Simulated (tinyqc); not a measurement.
Inside a calculation. Method: RHF in the sto-6g basis, for H2O, spin multiplicity 1. One step of it, computed by the program tinyqc.

Question. Iteration 1: building the Fock matrix. J_ij = sum D_kl (ij|kl), K_ij = sum D_kl (ik|jl); F = H + J - 0.5 K; E = tr D H + tr D J / 2 - 0.25 tr D K + E_nn.

D at the start, lower triangle:
```
            1O 1s      1O 2s    1O 2px     1O 2py     1O 2pz     2H 1s     3H 1s
1O 1s    2.130274
1O 2s   -0.619330   2.924109
1O 2px   0.000000   0.000000  2.000000
1O 2py   0.000000   0.000000  0.000000   2.441281
1O 2pz  -0.070164   0.465479  0.000000   0.000000   2.260496
2H 1s    0.102517  -0.475515  0.000000  -0.436164  -0.307013  0.179738
3H 1s    0.102517  -0.475515  0.000000   0.436164  -0.307013  0.023887  0.179738
```

core Hamiltonian H = T + V (hartree), lower triangle:
```
             1O 1s      1O 2s     1O 2px     1O 2py     1O 2pz      2H 1s      3H 1s
1O 1s   -33.118596
1O 2s    -7.321785  -9.321417
1O 2px    0.000000   0.000000  -7.534984
1O 2py    0.000000   0.000000   0.000000  -7.702497
1O 2pz   -0.024740  -0.267410   0.000000   0.000000  -7.659517
2H 1s    -2.056060  -4.183420   0.000000  -2.092907  -1.905362  -5.384915
3H 1s    -2.056060  -4.183420   0.000000   2.092907  -1.905362  -2.085546  -5.384915
```

Two-electron integrals (ij|kl) in chemists' order, unique and non-zero (hartree):
```
(11|11) 4.787491    (21|11) 0.675884    (21|21) 0.121505    (22|11) 1.117379
(22|21) 0.249212    (22|22) 0.817383    (31|31) 0.025762    (32|31) 0.039145
(32|32) 0.180664    (33|11) 1.117381    (33|21) 0.249212    (33|22) 0.817382
(33|33) 0.880663    (41|41) 0.025762    (42|41) 0.039145    (42|42) 0.180664
(43|43) 0.047461    (44|11) 1.117381    (44|21) 0.249212    (44|22) 0.817382
(44|33) 0.785741    (44|44) 0.880663    (51|51) 0.025762    (52|51) 0.039145
(52|52) 0.180664    (53|53) 0.047461    (54|54) 0.047461    (55|11) 1.117381
(55|21) 0.249212    (55|22) 0.817382    (55|33) 0.785741    (55|44) 0.785741
(55|55) 0.880663    (61|11) 0.201513    (61|21) 0.034692    (61|22) 0.069497
(61|33) 0.069344    (61|41) 0.001277    (61|42) 0.002482    (61|44) 0.069607
(61|51) 0.001101    (61|52) 0.002140    (61|54) 0.000227    (61|55) 0.069540
(61|61) 0.010098    (62|11) 0.451098    (62|21) 0.101827    (62|22) 0.365054
(62|33) 0.359307    (62|41) 0.006097    (62|42) 0.043278    (62|44) 0.369195
(62|51) 0.005257    (62|52) 0.037315    (62|54) 0.008526    (62|55) 0.366658
(62|61) 0.029160    (62|62) 0.195781    (63|31) 0.011802    (63|32) 0.064748
(63|43) 0.009111    (63|53) 0.007856    (63|63) 0.029080    (64|11) 0.232682
(64|21) 0.053310    (64|22) 0.203823    (64|33) 0.194434    (64|41) 0.014685
(64|42) 0.088116    (64|44) 0.218361    (64|51) 0.002486    (64|52) 0.020149
(64|54) 0.012774    (64|55) 0.198674    (64|61) 0.016040    (64|62) 0.132976
(64|64) 0.118659    (65|11) 0.200623    (65|21) 0.045965    (65|22) 0.175741
(65|33) 0.167645    (65|41) 0.002486    (65|42) 0.020149    (65|44) 0.172563
(65|51) 0.013945    (65|52) 0.082120    (65|54) 0.013352    (65|55) 0.187014
(65|61) 0.013830    (65|62) 0.114655    (65|64) 0.077237    (65|65) 0.095676
(66|11) 0.564583    (66|21) 0.129764    (66|22) 0.527420    (66|33) 0.506108
(66|41) 0.010916    (66|42) 0.102593    (66|44) 0.542781    (66|51) 0.009412
(66|52) 0.088458    (66|54) 0.031620    (66|55) 0.533372    (66|61) 0.037636
(66|62) 0.343783    (66|64) 0.267307    (66|65) 0.230478    (66|66) 0.774999
(71|11) 0.201513    (71|21) 0.034692    (71|22) 0.069497    (71|33) 0.069344
(71|41) -0.001277   (71|42) -0.002482   (71|44) 0.069607    (71|51) 0.001101
(71|52) 0.002140    (71|54) -0.000227   (71|55) 0.069540    (71|61) 0.009960
(71|62) 0.028276    (71|64) 0.014022    (71|65) 0.013395    (71|66) 0.035943
(71|71) 0.010098    (72|11) 0.451098    (72|21) 0.101827    (72|22) 0.365054
(72|33) 0.359307    (72|41) -0.006097   (72|42) -0.043278   (72|44) 0.369195
(72|51) 0.005257    (72|52) 0.037315    (72|54) -0.008526   (72|55) 0.366658
(72|61) 0.028276    (72|62) 0.164579    (72|64) 0.075934    (72|65) 0.093851
(72|66) 0.244267    (72|71) 0.029160    (72|72) 0.195781    (73|31) 0.011802
(73|32) 0.064748    (73|43) -0.009111   (73|53) 0.007856    (73|63) 0.023859
(73|73) 0.029080    (74|11) -0.232682   (74|21) -0.053310   (74|22) -0.203823
(74|33) -0.194434   (74|41) 0.014685    (74|42) 0.088116    (74|44) -0.218361
(74|51) -0.002486   (74|52) -0.020149   (74|54) 0.012774    (74|55) -0.198674
(74|61) -0.014022   (74|62) -0.075934   (74|64) -0.011286   (74|65) -0.042194
(74|66) -0.096399   (74|71) -0.016040   (74|72) -0.132976   (74|74) 0.118659
(75|11) 0.200623    (75|21) 0.045965    (75|22) 0.175741    (75|33) 0.167645
(75|41) -0.002486   (75|42) -0.020149   (75|44) 0.172563    (75|51) 0.013945
(75|52) 0.082120    (75|54) -0.013352   (75|55) 0.187014    (75|61) 0.013395
(75|62) 0.093851    (75|64) 0.042194    (75|65) 0.076628    (75|66) 0.153858
(75|71) 0.013830    (75|72) 0.114655    (75|74) -0.077237   (75|75) 0.095676
(76|11) 0.208492    (76|21) 0.047519    (76|22) 0.183730    (76|33) 0.179442
(76|44) 0.182687    (76|51) 0.003926    (76|52) 0.032579    (76|55) 0.189061
(76|61) 0.013493    (76|62) 0.098452    (76|64) 0.057134    (76|65) 0.064839
(76|66) 0.177564    (76|71) 0.013493    (76|72) 0.098452    (76|74) -0.057134
(76|75) 0.064839    (76|76) 0.059053    (77|11) 0.564583    (77|21) 0.129764
(77|22) 0.527420    (77|33) 0.506108    (77|41) -0.010916   (77|42) -0.102593
(77|44) 0.542781    (77|51) 0.009412    (77|52) 0.088458    (77|54) -0.031620
(77|55) 0.533372    (77|61) 0.035943    (77|62) 0.244267    (77|64) 0.096399
(77|65) 0.153858    (77|66) 0.379277    (77|71) 0.037636    (77|72) 0.343783
(77|74) -0.267307   (77|75) 0.230478    (77|76) 0.177564    (77|77) 0.774999
```

nuclear repulsion = 9.89180449 hartree

Give: Coulomb J; exchange K; Fock matrix F; total energy of this density.

Answer.

Coulomb J (hartree), lower triangle:
```
          1O 1s    1O 2s  1O 2px   1O 2py  1O 2pz   2H 1s   3H 1s
1O 1s   18.9025
1O 2s    3.4082   8.9008
1O 2px   0.0000   0.0000  8.9079
1O 2py   0.0000   0.0000  0.0000   8.8966
1O 2pz   0.0054  -0.0100  0.0000   0.0000  8.8978
2H 1s    0.9776   3.8542  0.0000   2.1040  1.8076  5.3267
3H 1s    0.9776   3.8542  0.0000  -2.1040  1.8076  1.8902  5.3267
```

exchange K (hartree), lower triangle:
```
         1O 1s    1O 2s  1O 2px   1O 2py  1O 2pz   2H 1s   3H 1s
1O 1s   9.9066
1O 2s   1.6001   2.8553
1O 2px  0.0000   0.0000  2.3869
1O 2py  0.0000   0.0000  0.0000   2.3707
1O 2pz  0.0016  -0.0027  0.0000   0.0000  2.3708
2H 1s   0.4888   1.0927  0.0000   0.4466  0.3815  0.6104
3H 1s   0.4888   1.0927  0.0000  -0.4466  0.3815  0.4048  0.6104
```

Fock matrix F (hartree), lower triangle:
```
           1O 1s    1O 2s  1O 2px   1O 2py   1O 2pz    2H 1s    3H 1s
1O 1s   -19.1694
1O 2s    -4.7136  -1.8483
1O 2px    0.0000   0.0000  0.1794
1O 2py    0.0000   0.0000  0.0000   0.0088
1O 2pz   -0.0202  -0.2761  0.0000   0.0000   0.0529
2H 1s    -1.3229  -0.8755  0.0000  -0.2122  -0.2885  -0.3634
3H 1s    -1.3229  -0.8755  0.0000   0.2122  -0.2885  -0.3978  -0.3634
```

total energy of this density = -73.889245 hartree
